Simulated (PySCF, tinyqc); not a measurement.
MP2 on RHF in the sto-3g basis, for HF, spin multiplicity 1, step by step. The lowest restricted solution is unstable here: a spin-polarised one lies 0.0202 hartree lower (PySCF). One step of it, computed by the program tinyqc.

Problem. Second-order Moller-Plesset energy. E2 = sum_ijab (ia|jb) [2 (ia|jb) - (ib|ja)] / (e_i + e_j - e_a - e_b) over occupied i, j and virtual a, b; the opposite-spin part is (ia|jb)^2 / denominator, the rest is same-spin, and SCS-MP2 scales them by 6/5 and 1/3.

orbital energies (hartree): MO1 -25.931724, MO2 -1.406652, MO3 -0.464766, MO4 -0.464766, MO5 -0.449362, MO6 0.294947

Two-electron integrals over orbitals (pq|rs), unique and non-zero (hartree):
```
(11|11) 5.364829    (21|11) -0.525281   (21|21) 0.081048    (22|11) 1.241133
(22|21) -0.023258   (22|22) 0.878945    (31|31) 0.029523    (32|31) 0.040305
(32|32) 0.191075    (33|11) 1.264029    (33|21) -0.015225   (33|22) 0.899099
(33|33) 0.997514    (41|41) 0.029523    (42|41) 0.040305    (42|42) 0.191075
(43|43) 0.053770    (44|11) 1.264029    (44|21) -0.015225   (44|22) 0.899099
(44|33) 0.889973    (44|44) 0.997514    (51|11) 0.082707    (51|21) -0.012478
(51|22) 0.005013    (51|33) 0.002450    (51|44) 0.002450    (51|51) 0.016334
(52|11) -0.105114   (52|21) 0.004098    (52|22) -0.045315   (52|33) -0.058827
(52|44) -0.058827   (52|51) 0.020452    (52|52) 0.126892    (53|31) -0.005766
(53|32) -0.023400   (53|53) 0.032886    (54|41) -0.005766   (54|42) -0.023400
(54|54) 0.032886    (55|11) 0.859527    (55|21) -0.008155   (55|22) 0.671867
(55|33) 0.657777    (55|44) 0.657777    (55|51) -0.001469   (55|52) -0.008653
(55|55) 0.654001    (61|11) 0.088518    (61|21) -0.014069   (61|22) 0.002799
(61|33) 0.002628    (61|44) 0.002628    (61|51) -0.013053   (61|52) -0.022591
(61|55) 0.004271    (61|61) 0.018520    (62|11) -0.128876   (62|21) 0.003554
(62|22) -0.071699   (62|33) -0.071658   (62|44) -0.071658   (62|51) -0.019905
(62|52) -0.082909   (62|55) -0.019971   (62|61) 0.019435    (62|62) 0.091275
(63|31) -0.005838   (63|32) -0.024032   (63|53) -0.023681   (63|63) 0.028395
(64|41) -0.005838   (64|42) -0.024032   (64|54) -0.023681   (64|64) 0.028395
(65|11) -0.437768   (65|21) 0.007252    (65|22) -0.255624   (65|33) -0.259904
(65|44) -0.259904   (65|51) 0.001257    (65|52) 0.071633    (65|55) -0.086762
(65|61) -0.004167   (65|62) 0.030022    (65|65) 0.246767    (66|11) 0.822394
(66|21) -0.008753   (66|22) 0.626737    (66|33) 0.613045    (66|44) 0.613045
(66|51) 0.008641    (66|52) 0.038901    (66|55) 0.636357    (66|61) -0.006341
(66|62) -0.048270   (66|65) -0.029147   (66|66) 0.659002
```

Hartree-Fock energy = -98.46748495 hartree

Give: Terms; Pair energies; MP2 correlation energy; SCS-MP2 correlation energy; MP2 total energy.

Solution.

Terms:
```
i  j  a  b  (ia|jb)  (ib|ja)  denominator       term
5  5  6  6   0.2468   0.2468      -1.4886    -0.0409
2  2  6  6   0.0913   0.0913      -3.4032    -0.0024
4  4  6  6   0.0284   0.0284      -1.5194    -0.0005
3  3  6  6   0.0284   0.0284      -1.5194    -0.0005
5  2  6  6   0.0300   0.0300      -2.4459  -3.69e-04
2  5  6  6   0.0300   0.0300      -2.4459  -3.69e-04
2  1  6  6   0.0194   0.0194     -27.9283  -1.35e-05
1  2  6  6   0.0194   0.0194     -27.9283  -1.35e-05
1  1  6  6   0.0185   0.0185     -52.4533  -6.54e-06
1  5  6  6  -0.0042  -0.0042     -26.9710  -6.44e-07
5  1  6  6  -0.0042  -0.0042     -26.9710  -6.44e-07
```

Pair energies (hartree; pair i-j sums ij and ji):
```
pair  opposite spin  same spin
1-1       -6.54e-06     0.0000
2-1       -2.71e-05     0.0000
2-2         -0.0024     0.0000
3-3         -0.0005     0.0000
4-4         -0.0005     0.0000
5-1       -1.29e-06     0.0000
5-2         -0.0007     0.0000
5-5         -0.0409     0.0000
```

MP2 correlation energy = -0.045188 hartree

SCS-MP2 correlation energy = -0.054225 hartree

MP2 total energy = -98.512673 hartree
